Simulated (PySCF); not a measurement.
Basis-set dependence of excited states

Compound: CH2S.
Bonds: C1–S2 (double). Hydrogens: H3, H4 on C1.

TDDFT with PBE0 (PySCF), vertical singlets, core orbitals frozen in the response, spherical d and f functions. Isolated species at its PBE0-D3(BJ)/def2-SVP geometry, gas phase.

Task: Compare 6-31G*, def2-SVP, 6-31+G*, def2-SVPD, aug-cc-pVDZ, def2-TZVP, def2-TZVPD and aug-cc-pVTZ for this molecule.

Result: 

| basis | functions | diffuse | S1 (eV) | S2 (eV) | S3 (eV) | S4 (eV) | S5 (eV) | LUMO (eV) | α (au) |
| --- | --- | --- | --- | --- | --- | --- | --- | --- | --- |
| 6-31G* | 36 | no | 2.34 | 6.71 | 6.98 | 7.50 | 8.51 | -2.38 | 23.9 |
| def2-SVP | 42 | no | 2.25 | 6.69 | 6.93 | 7.40 | 8.43 | -2.37 | 23.5 |
| 6-31+G* | 44 | yes | 2.28 | 5.90 | 6.53 | 6.68 | 6.92 | -2.60 | 27.7 |
| def2-SVPD | 63 | yes | 2.25 | 6.21 | 6.49 | 6.83 | 6.87 | -2.65 | 33.8 |
| aug-cc-pVDZ | 68 | yes | 2.26 | 5.63 | 6.41 | 6.44 | 6.49 | -2.61 | 33.5 |
| def2-TZVP | 80 | no | 2.24 | 6.40 | 6.83 | 6.92 | 8.12 | -2.55 | 29.1 |
| def2-TZVPD | 101 | yes | 2.24 | 5.90 | 6.36 | 6.50 | 6.72 | -2.61 | 34.6 |
| aug-cc-pVTZ | 142 | yes | 2.25 | 5.62 | 6.34 | 6.37 | 6.44 | -2.61 | 34.5 |

States are compared by their number. Against the largest diffuse basis here (aug-cc-pVTZ, itself not a converged limit), sets without diffuse functions differ by up to 0.09 eV in S1 and 2.07 eV in S5; the smaller diffuse sets differ by up to 0.03 and 0.48 eV. State by state, the largest deviation of a set without diffuse functions is S1 0.09, S2 1.08, S3 0.64, S4 1.13, S5 2.07 eV. The same number needn't mean the same state in each row. Against aug-cc-pVTZ the polarisability deviates by -31% in 6-31G*, -32% in def2-SVP, -20% in 6-31+G*, -2% in def2-SVPD, -3% in aug-cc-pVDZ, -16% in def2-TZVP, 0% in def2-TZVPD. A single + in a Pople set puts diffuse functions on heavy atoms only.
